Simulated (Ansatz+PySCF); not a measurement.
Values are calculated unless marked as measured or tabulated.
Input for Ansatz (development build ahead of 0.2.0):

```yaml
crystal:
  periodic: [false, false, false]
  atoms:
    - { symbol: Li, position_ang: [0.0, 0.0, -2.35536] }
    - { symbol: F, position_ang: [0.0, 0.0, 0.78512] }
basis:
  gaussian: { orbitals: STO-3G }
magnetization:
  spin_polarized: true
hamiltonian:
  xc: hf
correlation:
  method: mp2
  frozen_orbitals: { F: 1, Li: 0 }
scf:
  omitted_lower_state_checks: [stability, starts, atomic_configurations, cluster_reference, orbital_swaps, given_window_search, neighbouring_geometries, increment]
```

The input is written out in the form of the current development build from the run's settings.

Results

| Quantity | Value |
| --- | --- |
| Converged | yes |
| Reference energy | -105.14870 hartree |
| Correlation energy | -0.09252 hartree |
| Total energy | -105.24123 hartree |
| Spin squared of the determinant | 0.000 |
| Occupied orbitals by symmetry in an Abelian subgroup (alpha; beta) | 4 A1 1 B1 1 B2; 4 A1 1 B1 1 B2 |

This is not the lowest solution: another run reaches a determinant 4.30 eV lower. Caution: large amplitudes, a single reference is doubtful.
